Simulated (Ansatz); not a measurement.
The input, for Ansatz 0.2.0:

```yaml
crystal:
  periodic: [false, false, false]
  atoms:
    - {symbol: Br, position_ang: [-0.946441, 0.000000, 0.000000]}
    - {symbol: H, position_ang: [0.667559, 0.000000, 0.000000]}
    - {symbol: Si, position_ang: [2.365559, 0.000000, 0.000001]}
    - {symbol: H, position_ang: [2.815532, -1.416254, 0.000001]}
    - {symbol: H, position_ang: [2.815533, 0.708126, -1.226510]}
    - {symbol: H, position_ang: [2.815532, 0.708126, 1.226512]}
basis:
  gaussian: {orbitals: cc-pVDZ}
magnetization: {spin_polarized: false, initial_magnetization: 1}
correlation: {method: sc_nevpt2, electrons: outside_noble_gas, active_space: {window: {electrons: 3, orbitals: 3}}}
```

```sh
$ ansatz run in.yaml --threads 1 --pin off --events-out ev --progress --plain --max-ram 2816MiB --backend cpu
```

(1) Roughly how long does this take on 1 thread of AMD EPYC 7R13, shared host, and how much host memory?

```
670 factors; integrals over basis functions are off by at most 1.6e-3 eV
mean field evaluation 1: about -77920.9011 eV, gradient 1.3e1 eV
mean field evaluation 2: about -77920.9026 eV, gradient 1.3e1 eV
mean field evaluation 4: about -77921.8790 eV, gradient 1.6e0 eV
mean field evaluation 8: about -77921.8976 eV, gradient 3.1e-3 eV
mean field -77921.89759542 eV, -2863.5769192726 hartree, gradient 5.4e-6 eV, S^2 0.750000; 0 other end points of the search recorded, 0 dependent functions left out
reference -77921.89759542 eV, -2863.5769192726 hartree; 27, 26 occupied and 38, 39 virtual orbitals, 670 factors
state -77922.41168473 eV, -2863.5958117063 hartree
state -77922.41168473 eV, -2863.5958117063 hartree; corrected -77928.31858481 eV, -2863.8128862801 hartree
state -77922.06632728 eV, -2863.5831200539 hartree
state -77922.06632728 eV, -2863.5831200539 hartree; corrected -77928.32034703 eV, -2863.8129510405 hartree
state -77922.06632728 eV, -2863.5831200539 hartree; corrected -77928.32034703 eV, -2863.8129510405 hartree
the orbitals are reached from a further start. From the first start the search ends at -77922.41167656 eV, -2863.5958114059 hartree
WARN: the results are in doubt because another end's mean lies 0.345 eV lower, and its corrected mean 0.002 eV higher
Total energy: -77928.32034703 eV, -2863.8129510405 hartree
In doubt: another end's mean lies 0.345 eV lower, and its corrected mean 0.002 eV higher
```

Natural occupations: 1.9921 1.0001 0.0078.

For the same geometry and basis UCCSDT(Q) lies 1271.9 meV lower.

Results:

(1) 4.7 s wall and 0.23 GiB.
